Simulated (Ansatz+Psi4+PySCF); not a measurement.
## doublet CH3F(+): levels of theory in one basis

```xyz
5

C     0.0004   -0.0049    0.0087
H     1.0367   -0.0025   -0.3770
H    -0.5185    0.8827   -0.3711
H    -0.5077   -0.8854   -0.3680
F    -0.0026    0.0017    1.3205
```

Basis set: cc-pVTZ (spherical functions). Frozen core: 2 orbitals. Correlation on ROHF uses semicanonical orbitals with singles. Charge 1, multiplicity 2.

Computed with Ansatz (development build ahead of 0.2.0) and Psi4 1.11; each method stands on the lowest determinant of its kind that the runs found.

```csv
method,E − E(ROHF) (eV),<S²> of the determinant
ROHF,0.00,0.75
UHF,-0.25,0.77
ROHF-MP2,-10.79,–
UHF-MP2,-10.88,0.77
```

Caution for ROHF-MP2, UHF-MP2: MP2 on this radical cation hangs on the determinant chosen.
